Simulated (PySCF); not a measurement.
Na2: energy against distance

Set-up: basis Na jorge-DZP-DKH; spin-free X2C with a Gaussian nucleus; PySCF 2.14. Energies in eV from Na + Na in their ground configurations at the same level. State: ¹Σg⁺ (singlet), closed shell.

All columns are PW91.

```tsv
R (Å)	E (eV)	HOMO (eV)	LUMO (eV)	Mayer bond order	⟨S²⟩
2.653	-0.682	-3.23	-1.64	1.00	0.00
2.776	-0.748	-3.20	-1.68	1.00	0.00
2.900	-0.787	-3.16	-1.71	1.00	0.00
2.992	-0.802	-3.14	-1.74	0.99	0.00
3.085	-0.806	-3.12	-1.78	0.99	0.00
3.178	-0.802	-3.10	-1.81	0.99	0.00
3.301	-0.785	-3.07	-1.85	0.99	0.00
3.455	-0.749	-3.04	-1.91	1.00	0.00
3.640	-0.692	-3.01	-1.97	1.00	0.00
3.887	-0.601	-2.97	-2.06	1.00	0.00
```

Closed-shell solutions of metal pairs were not tested for spin polarisation, which can lower them a little.
